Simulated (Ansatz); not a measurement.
# Two structures, one formula

Two relaxed structures of SiH₅SO (charge +1), singlet (PBE0-D4/def2-TZVP; forces vanish, vibrations not checked).

A:

Si1  (-0.728, 0.626, -0.655)
O2  (0.644, 0.039, 0.376)
S3  (0.450, -1.247, 1.511)
H4  (-1.009, -0.562, -1.474)
H5  (-0.050, 1.747, -1.328)
H6  (-1.760, 0.987, 0.327)
H7  (1.434, 0.580, 0.535)
H8  (1.018, -2.169, 0.707)
(Å)

B:

Si1  (-0.783, 0.686, -0.755)
O2  (0.423, -1.225, 1.214)
S3  (1.095, -0.230, 0.142)
H4  (-1.265, -0.433, -1.582)
H5  (-0.164, 1.814, -1.479)
H6  (-1.584, 1.028, 0.434)
H7  (1.424, 0.816, 0.942)
H8  (1.011, -1.980, 1.375)
(Å)

Program: Ansatz 0.2.0. Basis: def2-TZVPP. Cores are frozen in the correlated methods. B3LYP uses VWN-RPA correlation.

(1) Which structure is lower at CCSD(T), and by how much? (To be estimated.)

(2) Do the other methods give the same order? (Judge from chemistry; the calculation decides.)

T1 diagnostic: at most 0.013.

Answers

(1) The calculation gives: A, by 6.7 kJ/mol (electronic energy, against the other). By their contacts, A is SiH₅SO ([SiH3][OH][SH]), total charge +1 and B is SiH₅SO ([OH][SH][SiH3]), total charge +1.

(2) By the calculation: Not all: PBE-D4, r2SCAN-D4, PBE0-D4, B3LYP-D4 give the other order.

```
   method  E(B) − E(A) (kJ/mol)
   PBE-D4                 -22.1
r2SCAN-D4                 -17.5
  PBE0-D4                 -15.3
 B3LYP-D4                  -0.9
  wB97M-V                   3.5
       HF                  17.8
      MP2                   4.4
     CCSD                  10.1
  CCSD(T)                   6.7
```

Labels in which every atom is bracketed show which atoms are joined, not bond orders.

For scale, one of the runs: CCSD(T)/def2-TZVPP, 185 basis functions, launched by `ansatz run in.yaml --threads 2 --pin off --events-out ev --progress --plain --max-ram 4352MiB`. Hardware: 2 CPU threads of an Arm Neoverse V1, shared host. Wall time 43 s; peak host memory 1.7 GiB.
